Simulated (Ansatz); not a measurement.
Molecule: H2S, net charge 1, doublet state. 
Coordinates optimised at B3LYP-D3(BJ)/def2-TZVP (Ansatz, an electronic-structure program):
```xyz
3

S      0.0008     0.0010     0.1042
H     -0.0001     0.9820    -0.8435
H     -0.0127    -0.9982    -0.8242
```
Charge +1, spin multiplicity 2.

Basis-set convergence of Hartree-Fock and CCSD(T) correlation energies (hartree) with Ansatz. Correlated levels leave the core frozen unless marked. Open shells are spin-unrestricted. Spin-orbit coupling is left out. No relativistic terms.

```csv
basis,functions,E(HF),"E(corr, CCSD(T))"
def2-SVP,28,-398.22878,-0.14390
def2-TZVPP,70,-398.36950,-0.18313
def2-QZVPP,130,-398.38101,-0.19436
```

Extrapolating the two largest sets (X = 3 and 4) as X^-3: E(corr) = (64·(-0.19436) - 27·(-0.18313))/37 = -0.2026 Eh, an estimate of the basis-set limit. The largest set recovers 96.0 % of it, the smallest 71.0 %.
